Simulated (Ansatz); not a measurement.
Two shapes of doublet Si₂H₆(+).

Shape 1:

```xyz
8

Si   -0.9427    0.2803    0.6397
Si    0.9427   -0.2803   -0.6397
H    -1.9740    0.9380   -0.2209
H    -1.5382   -0.9493    1.2482
H    -0.5609    1.2224    1.7367
H     1.9740   -0.9380    0.2209
H     0.5609   -1.2224   -1.7367
H     1.5382    0.9493   -1.2482
```

Shape 2:

```xyz
8

Si   -0.4959   -0.3317    1.0998
Si    0.4922    0.3410   -1.1067
H     0.6203   -0.6212    1.9942
H    -1.2940    0.7939    1.5741
H    -1.3166   -1.5131    0.8542
H    -0.6220    0.6197   -2.0059
H     1.3093    1.5255   -0.8690
H     1.2940   -0.7847   -1.5728
```

Basis set: def2-SVP (spherical functions). Left uncorrelated: 10 orbitals. Charge 1, multiplicity 2.

Computed with Ansatz (development build ahead of 0.2.0); each method stands on the lowest determinant of its kind that the runs found.

Question: Which shape is lower in energy, and by how much in each method?

Answer:

```tsv
method	E(2) − E(1) (eV)
UHF	-0.679
UHF-MP2	-0.579
```

Shape 2 is lower.
